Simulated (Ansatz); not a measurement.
# CH4Si2+: where a starting geometry ends

The starting geometry of this gas-phase doublet was optimised with GFN2-xTB.

```xyz
7

C    -0.5115    0.6821   -0.9925
Si    0.2403    0.2317    0.6904
Si    1.0574   -0.2278    2.7164
H     2.1100   -1.1292    2.1076
H    -1.2283   -0.0679   -1.3445
H    -1.0397    1.6398   -0.9579
H     0.2613    0.7742   -1.7638
```

Problem. Where would you expect an optimisation with B3LYP-D3(BJ)/6-311G** to take it?

Solution. A new bond forms, giving a structure with H4 bridging Si3 and Si2, given below by its coordinates. Distances that change by over a tenth: Si3–H4 (1.51 → 1.74 Å). Contacts that close: Si2–H4 (2.71 → 1.69 Å).

The energy falls by 0.47 eV over 19 steps:

| step | E − E(last) (eV) |
| --- | --- |
| 1 | 0.475 |
| 3 | 0.322 |
| 5 | 0.315 |
| 7 | 0.304 |
| 9 | 0.241 |
| 11 | 0.101 |
| 13 | 0.024 |
| 15 | 0.008 |
| 17 | 0.000 |
| 19 | 0.000 |

Final geometry (Å):

| atom | x (Å) | y (Å) | z (Å) |
| --- | --- | --- | --- |
| C | -0.3600 | 0.6108 | -0.8364 |
| Si | 0.2166 | 0.4697 | 0.9209 |
| Si | 1.2147 | -0.2343 | 2.7761 |
| H | 1.2398 | -0.8577 | 1.1484 |
| H | -0.9060 | -0.2953 | -1.1176 |
| H | -1.0191 | 1.4770 | -0.9374 |
| H | 0.5034 | 0.7327 | -1.4981 |

Frequencies at the end are all real (lowest 51 cm⁻¹). Open shells are spin-unrestricted. Run with Ansatz 0.2.0, 27 s on 2 threads of Intel(R) Xeon(R) 6975P-C (Granite Rapids) (shared host).
